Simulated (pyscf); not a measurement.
HO–AlH₂ + H₂O → HO–AlH–OH + H₂ (four-centre exchange; singlet surface; Al–H, H–O broken, Al–O, H–H formed). Single points on ωB97X-D3(BJ)/def2-SVP structures (PySCF, gas phase). Energies in kJ/mol from the separated reactants.

| level | barrier | reaction energy |
|---|---|---|
| ωB97X-D3(BJ)/def2-TZVP | (withheld) | -123.3 |
| PBE/def2-TZVP | -34.7 | -118.6 |
| r²SCAN/def2-TZVP | (withheld) | (withheld) |
| B3LYP-D3(BJ)/def2-TZVP | -22.3 | -125.7 |
| PBE0-D3(BJ)/def2-TZVP | -29.4 | -117.2 |
| HF/def2-TZVP | 35.5 | -113.6 |

Question: What belongs in the gaps?

Answer: 
- ωB97X-D3(BJ)/def2-TZVP, barrier: -22.0
- r²SCAN/def2-TZVP, barrier: -40.6
- r²SCAN/def2-TZVP, reaction energy: -130.7

On the reactant side the descent ends in an adduct with a Al–O contact, 85.8 kJ/mol under the separated species and 63.7 kJ/mol under the saddle at ωB97X-D3(BJ)/def2-TZVP. At ωB97X-D3(BJ)/def2-TZVP, PBE, r²SCAN, B3LYP-D3(BJ), PBE0-D3(BJ) the saddle lies under the separated reactants, which points to a path from their complex (located at ωB97X-D3(BJ) alone). What is counted as formed (Al–O) is already present as a longer contact in the reactant adduct; forming that adduct is a step of its own. At the saddle there is also a short Al–H contact that neither side keeps. This is the saddle that the search found; another between the same sides may lie lower.
